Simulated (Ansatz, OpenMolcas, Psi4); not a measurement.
# A ladder of methods for C2HClF2 (SMILES FC(F)=CCl)

The species is C2HClF2 (6 atoms), meant as a singlet with charge 0. As SMILES, `FC(F)=CCl`. The coordinates come from a PBE0-D4/def2-TZVP relaxation.

```jsonl
{"atom": "F", "x (Å)": "0.9010", "y (Å)": "-0.8104", "z (Å)": "1.3420"}
{"atom": "C", "x (Å)": "0.2676", "y (Å)": "-0.5622", "z (Å)": "0.2204"}
{"atom": "F", "x (Å)": "0.1925", "y (Å)": "-1.6326", "z (Å)": "-0.5227"}
{"atom": "C", "x (Å)": "-0.2184", "y (Å)": "0.6268", "z (Å)": "-0.0866"}
{"atom": "Cl", "x (Å)": "-1.0390", "y (Å)": "0.9264", "z (Å)": "-1.5521"}
{"atom": "H", "x (Å)": "-0.1038", "y (Å)": "1.4520", "z (Å)": "0.5990"}
```

Each level gives the energy change with the C2–C4 bond stretched from 1.321 to 1.519 Å (eV). The values are calculated.

```csv
level,kind,program,value (eV),CPU time (all runs)
BHLYP/6-31G* (spherical functions) (restricted),global hybrid,OpenMolcas,1.00,34 s
HSE06/6-31G* (spherical functions) (restricted),range-separated hybrid,Psi4,0.84,2.2 min
wB97M-V/6-31G* (spherical functions) (restricted),range-separated hybrid,Psi4,0.87,6.3 min
wB97X-V/6-31G* (spherical functions) (restricted),range-separated hybrid,Psi4,0.86,5 min
B2PLYP/6-31G* (spherical functions) (restricted),double hybrid,Ansatz,0.78,17 s
RPA@PBE0/6-31G* (spherical functions) (restricted),RPA,Ansatz,0.77,18 s
MP2/6-31G* (spherical functions) (restricted),perturbation theory,Ansatz,0.77,4.5 s
MP3/6-31G* (spherical functions) (restricted),perturbation theory,Psi4,0.85,25 s
```

The first shape isn't each level's own minimum. The values span 0.77 to 1.00 eV. CPU times are rough (shared hosts, several kinds of processor): they show what a rung costs within a factor of a few.
